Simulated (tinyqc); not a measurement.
Geometry optimisation on the UHF/sto-3g surface (energies and gradients from PySCF), for CH2, spin multiplicity 3, step by step. One step of it, computed by the program tinyqc.

Task: Step 2: move. Quasi-Newton step p = -H^(-1) g (the inverse Hessian comes from BFGS updates; coordinates in the order x, y, z of each atom); steps longer than 0.1 bohr are cut back (factor 0.433 here).

positions after step 1 (bohr):
```
            x          y          z
1C   0.038988  -0.040500  -0.016416
2H   0.038788   1.574563   1.204671
3H  -0.011636  -1.598314   1.240043
```

gradient (hartree/bohr):
```
              x            y            z
1C   0.00044027  -0.01013696  -0.02869396
2H  -0.00091290  -0.03366384   0.01847770
3H   0.00047263   0.04380080   0.01021626
```

inverse Hessian in use (bohr^2/hartree), lower triangle:
```
           1          2          3          4          5         6         7         8
1   1.666770
2  -0.000554   1.286791
3  -0.005370  -0.258408   1.730045
4  -0.000199  -0.002079   0.007993   1.667025
5  -0.008796   0.233423   0.596463   0.018493   2.324220
6   0.002954   0.274702   0.064563  -0.003307  -0.392618  1.530563
7   0.000096   0.002634  -0.002623  -0.000159  -0.009697  0.000353  1.666730
8   0.009351   0.146453  -0.338055  -0.016414  -0.890977  0.117916  0.007063  2.411191
9   0.002416  -0.016294  -0.127941  -0.004686  -0.203845  0.071542  0.002270  0.220139

          9
9  1.723066
```

Give: positions after step 2.

Result:

positions after step 2 (bohr):
```
          x        y       z
1C   0.0383  -0.0396  0.0191
2H   0.0402   1.6378  1.1862
3H  -0.0123  -1.6624  1.2231
```
